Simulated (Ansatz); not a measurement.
Structure relaxation of Br

Computed with DFT r2SCAN, scalar-relativistic, plane waves, PAW in Ansatz.

The start is a database structure of Br, space group Immm (No. 71).

Input of the last, converged step (default PAW datasets):

```yaml
crystal:
  lattice:
    - [-1.286768405, 1.7199972, 3.57799116]
    - [1.286768405, -1.7199972, 3.57799116]
    - [1.286768405, 1.7199972, -3.57799116]
  atoms:
    - { symbol: Br, position: [0.0, 0.0, 0.0] }
basis:
  ecutwfc: 500
kpoints:
  mp_grid: { grid: [20, 20, 20] }
hamiltonian:
  xc: r2scan
scf:
  occupations: { method: gaussian, width: 0.1 }
output:
  forces: true
  stress: true
  eigenvalues: true
relax:
  adjacent_minimum: "off"
  f_tol: 0.01
  max_steps: 80
  cell: { stress_tol: 0.05 }
```

It can be run as:

```bash
ansatz run input.yaml --threads 1 --pin off --backend cpu --events-out ev --progress --plain --runs-dir out  # memory cap (--max-ram) not shown
```

The program printed at the end:

```
SCF converged after 4 iterations
Free energy (F): -2792.712616 eV
Harris-Foulkes:  -2792.712616 eV  (|F-HF|=1.46e-11)
Internal energy: -2792.707625 eV  (E = F + TS)
E sigma→0 (E₀):  -2792.710120 eV
Entropy (-TS):   -0.004992 eV (-4.992 meV/atom)
Fermi energy:    1.824739 eV
--- Per-component energies (eV) ---
  E_band       = -27.532216
  E_kinetic    = 131.828460
  E_local      = -221.312293  (includes V_loc(G=0)·N_el)
  E_nonlocal   = 69.873358
  E_hartree    = 54.801318
  E_xc         = -248.771760
  E_vxc        = -112.123076  (∫ρ·V_xc dr)
  E_paw        = -2270.636531  (= ΣΔE_a)
  E_vpaw       = -11.148674  (= ΣTr[D̂ρ^β])
  E_aug_tail   =  0.000000  (compensation charges beyond the density's cutoff)
  E_vtau       = 5.747373  (kinetic-family band-sum trace: ∫τ·v_τ [+ j·A + Jᵃ·Aᵃ] dr)
  E_ewald      = -308.331983
  E_core_change = -0.158194  (= ΣΔE_core)
  E_smearing   = -0.004992  (= −TS)
  E_closure    = 0.000000  (closes the sum)
  Σ components = -2792.712616   (vs F -2792.712616, Δ=0.00e0)
--- Forces (eV/Å), atoms counted from 1 ---
  atom   1  Br     0.00000000     0.00000000     0.00000000
  max |Σ_I F_I| component: 1.08e-32 eV/Å
--- Stress (GPa, compression-positive) ---
        0.016517       0.000000       0.000000
        0.000000      -0.021274       0.000000
        0.000000       0.000000       0.011041
  P = ⅓ Tr σ = 0.0021 GPa (0.021 kbar)
--- Relaxed structure (4 steps of the walk, 4 accepted, 1 SCFs on fresh bases) ---
  F+E_penalty+E_count = -2792.71261629 eV   max|allowed force component| = 0.000e0 eV/Å   (the final SCF, on the basis selected at the relaxed cell)
  cell:  # Å, volume = 31.5802 Å³
    - [-1.295025, 1.699713, 3.586749]
    - [1.295025, -1.699713, 3.586749]
    - [1.295025, 1.699713, -3.586749]
  atoms:
    - { symbol: Br, position: [0.0, 0.0, 0.0] }
```

Absolute energies hang on the potentials; compare differences alone.

The result has space group Immm (No. 71). Br has 2 Br at 2.59 Å.

It lies 0.15 eV/atom above the element's standard state at the same level.

For metals, differences of a few meV/atom aren't resolved. No dispersion correction is applied, so the spacing between layers, chains or molecules is poorly fixed, and with it the volume and density.

Symmetry constrained the relaxation, so the result can be a saddle point.